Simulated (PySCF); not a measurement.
**SiS: energy against distance**

Set-up: basis Si 3-21G, S 3-21G; no relativity; PySCF 2.14. Energies in eV from Si + S in their ground configurations at the same level. State: ¹Σ⁺ (singlet), closed shell.

Curves on a restricted Hartree–Fock reference rise too fast on stretching and do not dissociate correctly.

```json
{"R (Å)": "1.736", "LC-ωPBE": "-3.092", "RHF-CCSD(T)": "", "RHF-CCSD": ""}
{"R (Å)": "1.816", "LC-ωPBE": "-3.880", "RHF-CCSD(T)": "-3.555", "RHF-CCSD": "-3.421"}
{"R (Å)": "1.897", "LC-ωPBE": "-4.279", "RHF-CCSD(T)": "-4.103", "RHF-CCSD": "-3.948"}
{"R (Å)": "1.958", "LC-ωPBE": "-4.391", "RHF-CCSD(T)": "-4.326", "RHF-CCSD": "-4.153"}
{"R (Å)": "2.018", "LC-ωPBE": "-4.381", "RHF-CCSD(T)": "-4.429", "RHF-CCSD": "-4.236"}
{"R (Å)": "2.079", "LC-ωPBE": "-4.278", "RHF-CCSD(T)": "-4.441", "RHF-CCSD": "-4.225"}
{"R (Å)": "2.159", "LC-ωPBE": "-4.034", "RHF-CCSD(T)": "-4.354", "RHF-CCSD": "-4.104"}
{"R (Å)": "2.260", "LC-ωPBE": "-3.614", "RHF-CCSD(T)": "-4.133", "RHF-CCSD": "-3.834"}
{"R (Å)": "2.381", "LC-ωPBE": "-3.008", "RHF-CCSD(T)": "-3.774", "RHF-CCSD": "-3.405"}
{"R (Å)": "2.543", "LC-ωPBE": "-2.119", "RHF-CCSD(T)": "", "RHF-CCSD": ""}
```

Problem. Put a parabola through the three lowest points of the LC-ωPBE curve and estimate Re, k and ωe (reduced mass 14.92 u; 1 eV/Å² = 0.16022 mdyn/Å; ωe = 1302.8·√(k/μ) cm⁻¹).

Solution. Through R = 1.897, 1.958, 2.018 Å the second-order coefficient is 16.6 eV/Å², so Re ≈ 1.983 Å, k ≈ 5.30 mdyn/Å and ωe ≈ 777 cm⁻¹. A polynomial fit of higher order to the unrounded LC-ωPBE energies gives Re = 1.981 Å, k = 4.74 mdyn/Å, ωe = 734 cm⁻¹; anharmonicity and rounding make the difference.

The higher-order fit for each curve: LC-ωPBE: Re = 1.981 Å, ωe = 734 cm⁻¹, De = 4.40 eV; RHF-CCSD(T): Re = 2.057 Å, ωe = 613 cm⁻¹, De = 4.45 eV; RHF-CCSD: Re = 2.040 Å, ωe = 647 cm⁻¹, De = 4.24 eV.

Correlated steps freeze 10 core orbitals. Where the molecule has an RHF reference, its open-shell atoms are computed with UHF. The CCSD T1 diagnostic is raised, a sign that a single reference may not be enough here. 3-21G is very small, so such numbers show the basis as much as the molecule.
